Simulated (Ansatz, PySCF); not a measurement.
Molecule: singlet methylene, CH2, charge 0, multiplicity 1. 
Geometry from a B3LYP-D3(BJ)/def2-TZVP (Ansatz, a program for electronic structure) optimisation:
```xyz
3

C      0.0073     0.0003     0.1749
H     -0.0104     0.8611    -0.5267
H     -0.0333    -0.8629    -0.5227
```

Dipole moments at this geometry, in debye (magnitudes).

| level | program | dipole (D) |
|---|---|---|
| HF/def2-TZVPD | PySCF | 1.89 |
| revPBE/def2-TZVPD | Ansatz | 1.71 |
| TPSS/def2-TZVPD | PySCF | 1.74 |
| r2SCAN/def2-TZVPD | Ansatz | 1.78 |
| PBE0/def2-TZVPD | PySCF | 1.78 |
| BHLYP/def2-TZVPD | Ansatz | 1.82 |
| TPSSh/def2-TZVPD | PySCF | 1.76 |
| M06-2X/def2-TZVPD | PySCF | 1.78 |
| wB97M-V/def2-TZVPD | Ansatz | 1.78 |
| CCSD(T)/aug-cc-pVDZ | Ansatz | 1.66 |
